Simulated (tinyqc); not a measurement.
Born-Oppenheimer dynamics on the RHF/sto-3g surface (energies and gradients from PySCF), for LiH, spin multiplicity 1, step by step. Computed by tinyqc, a small Python program that keeps every step (integrals from PySCF). Settings: charge = 0, multiplicity = 1, basis = sto-3g, time step (fs) = 2.0, steps = 16. Command: `OMP_NUM_THREADS=1 python tinyqc.py 31531 31532 out.jsonl` (the two numbers bound the seeds that draw the settings). One thread of a shared host (Intel(R) Xeon(R) Processor @ 2.60GHz), about 0.9 s of CPU time with the checks.

## Velocity Verlet step 1

positions (bohr):
```
           x        y        z
1Li  0.00000  0.00000  0.00000
2H   0.00000  0.00000  3.18797
```

velocities (bohr per atomic time unit):
```
               x            y            z
1Li  -0.00011329  -0.00021051  -0.00010764
2H    0.00078871   0.00146549   0.00074936
```

gradient (hartree/bohr):
```
             x          y           z
1Li  0.0000000  0.0000000  -0.0302946
2H   0.0000000  0.0000000   0.0302946
```

masses (electron masses): 1Li 12789.39291, 2H 1837.15259

gradient after step 1 (hartree/bohr):
```
              x           y           z
1Li  -0.0007230  -0.0013433  -0.0309658
2H    0.0007230   0.0013433   0.0309658
```

dt = 2 fs = 82.6827 atomic units; x' = x + v dt - g dt^2 / (2m); after the new gradient g', v' = v - (g + g') dt / (2m).

positions after step 1 (bohr):
```
            x         y         z
1Li  -0.00937  -0.01741  -0.00080
2H    0.06521   0.12117   3.19356
```

velocities after step 1 (bohr per atomic time unit):
```
               x            y            z
1Li  -0.00011096  -0.00020617   0.00009038
2H    0.00077244   0.00143526  -0.00062918
```

## Velocity Verlet step 2

gradient after step 2 (hartree/bohr):
```
              x           y           z
1Li  -0.0010646  -0.0019781  -0.0223650
2H    0.0010646   0.0019781   0.0223650
```

As before.

positions after step 2 (bohr):
```
            x         y        z
1Li  -0.01835  -0.03409  0.01495
2H    0.12773   0.23734  3.08392
```

velocities after step 2 (bohr per atomic time unit):
```
               x            y            z
1Li  -0.00010518  -0.00019543   0.00026277
2H    0.00073221   0.00136052  -0.00182928
```

## Energy conservation

The total energy should stay constant up to terms of order dt^2; the step counts as short enough if it moves by less than 2 % of the largest kinetic energy.

Trajectory:
```
time (fs)  1Li-2H (angstrom)  potential (hartree)  kinetic (hartree)  total (hartree)
0.00000              1.68700           -7.8579099          0.0034996       -7.8544104
2.00000              1.69243           -7.8575951          0.0032067       -7.8543884
4.00000              1.63220           -7.8606530          0.0060231       -7.8546299
6.00000              1.52597           -7.8633351          0.0083867       -7.8549484
8.00000              1.41799           -7.8614233          0.0066990       -7.8547242
10.00000             1.36948           -7.8586096          0.0044164       -7.8541932
12.00000             1.41479           -7.8612791          0.0065786       -7.8547005
14.00000             1.52169           -7.8633578          0.0084035       -7.8549544
16.00000             1.62893           -7.8607907          0.0061480       -7.8546426
18.00000             1.69133           -7.8576596          0.0032667       -7.8543929
20.00000             1.68840           -7.8578294          0.0034247       -7.8544047
22.00000             1.62102           -7.8611097          0.0064368       -7.8546730
24.00000             1.51168           -7.8633820          0.0084170       -7.8549650
26.00000             1.40765           -7.8609368          0.0062943       -7.8546425
28.00000             1.37001           -7.8586479          0.0044466       -7.8542013
30.00000             1.42580           -7.8617516          0.0069752       -7.8547764
32.00000             1.53596           -7.8632540          0.0083226       -7.8549314
```

The total energy moves within 7.7e-04 hartree; that is over 2 % of the largest kinetic energy, so the time step is too long.
